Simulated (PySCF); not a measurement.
Two-photon absorption: SMILES C#CCCl, C3H3Cl

Geometry (Å), atoms numbered from 1 in this order:
```xyz
7

C     1.6719   -0.4416    0.1927
C     0.5070   -0.1883    0.0648
C    -0.9001    0.0930   -0.0884
Cl   -1.2140    1.8341   -0.3627
H     2.7074   -0.6590    0.3077
H    -1.3145   -0.4405   -0.9434
H    -1.4544   -0.1892    0.8065
```

Method used: TDDFT CAM-B3LYP/aug-cc-pVTZ excited states, vertical, gas phase in PySCF 2.14.0. Geometry: PBE0-D3(BJ)/def2-TZVP.

Question: How strongly do the lowest singlets absorb one photon, and two photons of half the energy?

Answer: δ for parallel linear polarisation; σ at the peak of a Lorentzian of half width 0.1 eV, single beam; Ω is circular over linear.
```csv
state,E (eV),f,photon λ (nm),δ (au),σ (GM),Ω,main
S1,5.99,0.000,414,0.11,0.00,1.50,"HOMO→LUMO+1 0.63, HOMO→LUMO+2 0.15"
S2,6.48,0.034,383,21.9,0.34,0.58,"HOMO−1→LUMO+1 0.47, HOMO→LUMO+5 0.12"
S3,6.81,0.000,364,0.91,0.01,1.50,"HOMO−1→LUMO+5 0.35, HOMO−1→LUMO+3 0.15"
S4,6.90,0.000,359,4.94,0.09,1.50,"HOMO−2→LUMO+1 0.41, HOMO−2→LUMO+2 0.15"
S5,6.99,0.007,355,2.55,0.05,0.90,"HOMO−3→LUMO+1 0.50, HOMO−3→LUMO+2 0.18"
S6,7.17,0.031,346,16.8,0.32,1.50,"HOMO→LUMO 0.77, HOMO−2→LUMO+1 0.12"
```

Among these, the strongest one-photon state is S2, the strongest two-photon state S2, with a dipole change of 0.7 D (relaxed, norm of the difference vector).
